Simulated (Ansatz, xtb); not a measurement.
System: BF2, charge 0, multiplicity 2. It need not be the lowest isomer of its formula. SMILES: F[B]F
Structure (B3LYP-D3(BJ)/def2-TZVP (Ansatz, a program for electronic structure) minimum search):
```xyz
3

B     -0.0027     0.5023    -0.0114
F      1.1429    -0.1332     0.0106
F     -1.1414    -0.1458    -0.0043
```
Charge 0, spin multiplicity 2.

Harmonic wavenumbers from GFN2-xTB (xtb, at its own minimum), cm⁻¹: 477, 1195, 1253.

Give the harmonic wavenumbers at B3LYP-D3(BJ)/def2-TZVP (Ansatz, finite differences of forces, unscaled).

519, 1157, 1420 cm⁻¹. Zero-point energy 4.4 kcal/mol.

From these and the geometry, give the ideal-gas thermochemistry at 298.15 K and 1 atm (rigid rotor, harmonic oscillator).

Point group C2v, rotational symmetry number 2. Rotational constants 145.7, 10.2, 9.529 GHz. S(trans) 37.58, S(rot) 19.28, S(vib) 0.68, S(elec, spin only) 1.38, S 58.9 cal/(mol K). H(298) - H(0) 2.52 kcal/mol; G - E(el) -10.6 kcal/mol.
